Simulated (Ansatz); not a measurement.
Process, species as SMILES: OO (H2O2) → 2 [OH] (OH)
B3LYP-D3(BJ)/def2-TZVP geometries, fixed; electronic energies without zero-point terms.
Largest species:
```xyz
4

O      0.0155     0.7238    -0.0702
O     -0.0112    -0.7261    -0.0419
H      0.8057     0.8967     0.4614
H     -0.8394    -0.8786     0.4355
```

Basis-set convergence of the bond dissociation energy at PBE with Ansatz (a first-principles code). Cartesian d functions, on some or all atoms, in 6-31G**; all else is spherical. The program fits the integrals of some runs and decomposes those of others, by size. Open shells are unrestricted. No added dispersion term, no relativity. Functions are those of the species that has most. Reference: the value in aug-pcseg-3, 62.48 kcal/mol, itself unsure by roughly 0.14 kcal/mol (its mean distance from aug-cc-pVQZ, cc-pV5Z, def2-QZVPPD).

```
basis            functions  bond dissociation energy (kcal/mol)
---------------  ---------  -----------------------------------
STO-3G                  12                                87.53
3-21G                   22                                  ___
6-31G**                 40                                66.16
6-311+G**               56                                  ___
6-311++G(2d,2p)         74                                62.03
def2-TZVP               74                                63.04
cc-pVTZ                 88                                  ___
def2-TZVPP              90                                63.04
jun-cc-pV(T+d)Z        106                                  ___
def2-TZVPPD            114                                62.19
aug-pcseg-2            138                                62.47
pcseg-3                186                                62.53
cc-pV5Z                292                                62.69
```

**Question.** Complete the blanks.

**Answer.** 
- 3-21G, bond dissociation energy (kcal/mol): 68.48
- 6-311+G**, bond dissociation energy (kcal/mol): 59.97
- cc-pVTZ, bond dissociation energy (kcal/mol): 64.32
- jun-cc-pV(T+d)Z, bond dissociation energy (kcal/mol): 62.23
